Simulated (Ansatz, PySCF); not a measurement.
This Ansatz (a quantum-chemistry and plane-wave program) input computes a B3LYP/def2-TZVPD energy:

Ansatz 0.2 input:
```yaml
crystal:
  periodic: [false, false, false]
  atoms:
    - {symbol: C, position_ang: [0.00176673, 0.00714570, 0.88419070]}
    - {symbol: C, position_ang: [0.04670761, -0.65758549, -0.40958024]}
    - {symbol: C, position_ang: [0.05610059, 0.65012942, -0.42016747]}
    - {symbol: H, position_ang: [-0.79093572, 0.01888418, 1.63082063]}
    - {symbol: H, position_ang: [0.07046944, -1.57805318, -0.96603229]}
    - {symbol: H, position_ang: [0.09301667, 1.56103119, -0.99144626]}
basis:
  gaussian:
    orbitals: def2-TZVPD
hamiltonian:
  xc: {name: B3LYP}
magnetization: {spin_polarized: true, initial_magnetization: 1}
output: {forces: true}
```

Question: Write an input for the same energy in PySCF and say what it gives.

Answer: 
```python
from pyscf import gto, scf, dft

mol = gto.M(
    atom='''
    C     0.00176673    0.00714570    0.88419070
    C     0.04670761   -0.65758549   -0.40958024
    C     0.05610059    0.65012942   -0.42016747
    H    -0.79093572    0.01888418    1.63082063
    H     0.07046944   -1.57805318   -0.96603229
    H     0.09301667    1.56103119   -0.99144626
    ''',
    basis='def2-tzvpd',
    charge=0,
    spin=1,
    verbose=4,
)

mf = dft.UKS(mol, xc='b3lyp').density_fit(auxbasis='def2-universal-jkfit')
mf.grids.level = 3
mf.conv_tol = 1e-9
mf.max_cycle = 100
mf.max_memory = 1500
mf.kernel()
if not mf.converged:
    mf = mf.newton()
    mf.kernel(mf.make_rdm1())
for _ in range(2):
    mo, _, stable, _ = mf.stability(return_status=True)
    if stable:
        break
    mf.kernel(mf.make_rdm1(mo, mf.mo_occ))
mf.analyze()
```
It gives -115.99977 Eh, and Ansatz -115.99971 Eh, a difference of 0.06 mEh, from the treatment of integrals and grids.

It need not be the lowest isomer of its formula.
